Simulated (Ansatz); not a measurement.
This geometry of CH$_{6}$Si (8 atoms, charge 0, multiplicity 1) is a first-order saddle point.

These are results of Ansatz 0.2.0, RKS revPBE-D4/def2-TZVP, not measurements.

```xyz
8
Properties=species:S:1:pos:R:3
Si 0.257 0.022 -0.517
C 1.012 0.007 1.718
H 0.017 -0.127 2.147
H 1.666 -0.842 1.938
H 1.455 0.966 2.006
H 1.587 0.110 0.234
H -0.655 1.136 -0.079
H -0.437 -1.271 -0.185
```

Question: Which two structures does it join? (They come from a converged band through this point; their orientation in space is the band's.)

Answer: Bonds broken: Si1–C2, Si1–H6. Bonds formed: C2–H6. CH6Si becomes CH4 + H2Si.

Initial state:

```xyz
8
Properties=species:S:1:pos:R:3
Si 0.380 0.011 0.047
C 0.873 -0.012 1.869
H -0.013 -0.126 2.512
H 1.556 -0.849 2.076
H 1.381 0.923 2.147
H 1.588 0.163 -0.825
H -0.549 1.152 -0.234
H -0.314 -1.263 -0.329
```

Final state:

```xyz
8
Properties=species:S:1:pos:R:3
Si 0.161 0.016 -0.871
C 1.208 0.018 1.742
H 0.140 -0.162 1.898
H 1.799 -0.809 2.153
H 1.503 0.982 2.170
H 1.489 0.063 0.648
H -0.757 1.048 -0.196
H -0.640 -1.156 -0.282
```

Question: How far does it lie above each of them?

Answer: 268.5 kJ/mol above the first and 65.4 kJ/mol above the second. This is the barrier of this one path; another mechanism may lie lower. The orbitals stay closed-shell, which can raise the energy where a bond breaks towards radicals; this wasn't checked here.

Run time: 110 s on 2 threads of Arm Neoverse V1 (shared host), peak memory 0.15 GiB.
